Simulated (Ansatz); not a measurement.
# NH2O (doublet): the correlation ladder at a displaced geometry (v2), cc-pVDZ

Aim: climb from Hartree-Fock through coupled cluster and multireference methods for NH2O (doublet) at one geometry and basis, and see what each rung misses.

Program: Ansatz 0.2.0, Gaussian basis. Level of theory: cc-pVDZ, core rule «outside noble gas», up to 2 orbitals frozen. These are calculated values, not measurements.

Plan: UHF; CCSD(T) on ROHF; CCSD(T) on UHF; BCCD(T) on ROHF; CISD; CCSDT(Q) on ROHF; CCSDT(Q) on UHF; CASSCF and MRCISD+Q, 13 electrons in 10 orbitals; CASSCF and NEVPT2, 13 electrons in 10 orbitals.

18 further runs of the same task are left out: 9 that didn't finish, 9 set aside as unsound or not needed.

## (1) What is computed

The geometry is a PBE0/def2-TZVP stationary point (not a proven minimum) with its atoms shifted at random (size 0.100 Å).

4 atoms, charge 0, spin multiplicity 2.

Atoms are counted from 1 here; the program's logs count them from 0.

Bond lengths: N1–O2 1.261 Å, N1–H3 0.999 Å, N1–H4 1.093 Å. Angles: O2–N1–H3 119.5°, O2–N1–H4 119.2°, H3–N1–H4 119.7°.

Geometry (Å):

```xyz
4
H2NO
N     0.0853   -0.0009    0.5918
O    -0.0796    0.0074   -0.6585
H    -0.0029    0.8512    1.1052
H     0.0802   -0.9565    1.1234
```

## (2) UHF

The input, in.yaml:

```yaml
crystal:
  periodic: [false, false, false]
  atoms:
    - {symbol: N, position_ang: [0.085317, -0.000930, 0.591837]}
    - {symbol: O, position_ang: [-0.079557, 0.007444, -0.658519]}
    - {symbol: H, position_ang: [-0.002936, 0.851240, 1.105156]}
    - {symbol: H, position_ang: [0.080172, -0.956470, 1.123370]}
basis:
  gaussian: {orbitals: cc-pVDZ}
magnetization: {spin_polarized: true, initial_magnetization: 1}
hamiltonian: {xc: hf}
output: {orbitals: {seedname: orbitals}}
```

Launch:

```bash
ansatz run in.yaml --threads 1 --pin off --events-out ev --progress --plain --max-ram 2393MiB
```

Further steps of the session: CCSD(T) on ROHF; CCSD(T) on UHF; BCCD(T) on ROHF; CISD; CCSDT(Q) on ROHF; CCSDT(Q) on UHF; CASSCF and MRCISD+Q, 13 electrons in 10 orbitals; CASSCF and NEVPT2, 13 electrons in 10 orbitals.

Before running them: what should the planned runs give, taken together? Wanted: UCCSDT(Q) below the RHF energy; RMP2 from UCCSDT(Q); UMP2 from UCCSDT(Q); RCCSD from UCCSDT(Q); RCCSD(T) from UCCSDT(Q); UCCSD(T) from UCCSDT(Q); RCCSDT(Q) from UCCSDT(Q); NEVPT2 valence from UCCSDT(Q); MRCISD+Q valence from UCCSDT(Q).

As calculated:

| quantity | value |
| --- | --- |
| UCCSDT(Q) below the RHF energy | -10.1014 eV |
| RMP2 from UCCSDT(Q) | +779.3 meV |
| UMP2 from UCCSDT(Q) | +830.0 meV |
| RCCSD from UCCSDT(Q) | +276.1 meV |
| RCCSD(T) from UCCSDT(Q) | +40.9 meV |
| UCCSD(T) from UCCSDT(Q) | +40.2 meV |
| RCCSDT(Q) from UCCSDT(Q) | +0.5 meV |
| NEVPT2 valence from UCCSDT(Q) | +1107.2 meV |
| MRCISD+Q valence from UCCSDT(Q) | +44.9 meV |
| levels within 1 kcal/mol (43 meV) | RCCSD(T), UCCSD(T), BCCD(T), RCCSDT, UCCSDT, RCCSDT(Q) |
| T1 diagnostic | 0.027 |
| effectively unpaired electrons | 1.02 |

In words: RCCSD(T) lands +40.9 meV from the yardstick (0.4 % of the correlation energy). One determinant dominates. Of the multireference levels listed MRCISD+Q valence comes nearest in total energy (+44.9 meV), which doesn't show that its space is the better one. These misses are within one basis, not against nature; the frozen cores of restricted and unrestricted runs differ, which can shift their rows.
